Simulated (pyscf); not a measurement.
Structures and frequencies: ωB97X-D3(BJ)/def2-SVP in PySCF.

Task: PBE/def2-TZVP puts the barrier of `[CH4]` + `[SiH3][O][GaH2]` -> `[CH3][GaH2]` + `[OH][SiH3]` (four-centre exchange; singlet surface; C–H, Ga–O broken, C–Ga, H–O formed) at 29.9 kcal/mol and the reaction energy at +23.8 kcal/mol, from the separated reactants. What do B3LYP-D3(BJ)/def2-TZVP, PBE0-D3(BJ)/def2-TZVP, ωB97M-D3(BJ)/def2-TZVP give on the same structures?

Result: B3LYP-D3(BJ): ΔE‡ = 34.5 kcal/mol, ΔE = +26.2 kcal/mol; PBE0-D3(BJ): ΔE‡ = 30.1 kcal/mol, ΔE = +24.0 kcal/mol; ωB97M-D3(BJ): ΔE‡ = 34.0 kcal/mol, ΔE = +24.6 kcal/mol. PBE's barrier matches one of them and lies within 4.6 kcal/mol of the others. Its reaction energy matches one of them and lies within 2.4 kcal/mol of the others. On the product side the descent ends in an adduct with a Ga–O contact, 14.7 kcal/mol under the separated species and 22.2 kcal/mol under the saddle at ωB97X-D3(BJ)/def2-TZVP. What is counted as broken (Ga–O) persists as a longer contact in the product adduct; parting that adduct is a step of its own. This is the saddle that the search found; another between the same sides may lie lower. Elements up to Kr have no core potential and no relativistic terms here.
